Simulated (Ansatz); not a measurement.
## Worked example: correlation energy of GeAs⁺, singlet

Geometry: that of the GeAs⁺, triplet, kept fixed. The triplet lies 0.7 eV lower here.

```csv
atom,x (Å),y (Å),z (Å)
Ge,0.0000,0.0000,0.0000
As,0.0000,0.0000,2.4053
```

Basis cc-pVDZ; Ansatz 0.2.0. Only valence electrons are correlated (noble-gas cores and the filled d shells of p-block atoms frozen), which leaves 8 electrons in 26 orbitals. Prefix R: restricted or restricted open-shell reference. No spin–orbit coupling is included, and no scalar relativity.

Full CI is exact within this basis and frozen core; it isn't the basis-set limit.

The determinant fills πx and πy unequally, so it is a mixture of Σ and Δ, which weighs on every level built on one determinant.

Runs differ by some tens of microhartree through their thresholds, so steps under 0.03 kcal/mol mean nothing.

```csv
level,total energy (hartree)
RHF,-4309.168719
RMP2,-4309.300551
RCCSD,-4309.335479
RCCSD(T),-4309.343508
RCCSDT*,-4309.347831
RCCSDT(Q)*,-4309.350677
RCCSDTQ*,-4309.350677
full CI,-4309.350834
```

Task: What is the correlation energy at full CI, and what share of it do RMP2 and RCCSD(T) recover?

Result: E(corr) = -4309.350834 − (-4309.168719) = -0.182115 hartree = -4.956 eV. RMP2: -0.131832 / -0.182115 = 72.39 %. RCCSD(T): -0.174789 / -0.182115 = 95.98 %.

Task: By how many kcal/mol does RCCSD(T) miss full CI (1 hartree = 627.509 kcal/mol), and which steps make up the rest?

Result: -4309.343508 − (-4309.350834) = 0.007326 hartree = 4.60 kcal/mol. Steps: RCCSDT − RCCSD(T) = -2.71, RCCSDT(Q) − RCCSDT = -1.79, RCCSDTQ − RCCSDT(Q) = 0.00, full CI − RCCSDTQ = -0.10 kcal/mol. With more than one leading determinant such errors change with state and geometry, and needn't cancel in differences.

An asterisk marks runs whose energy the program itself flagged as in doubt.
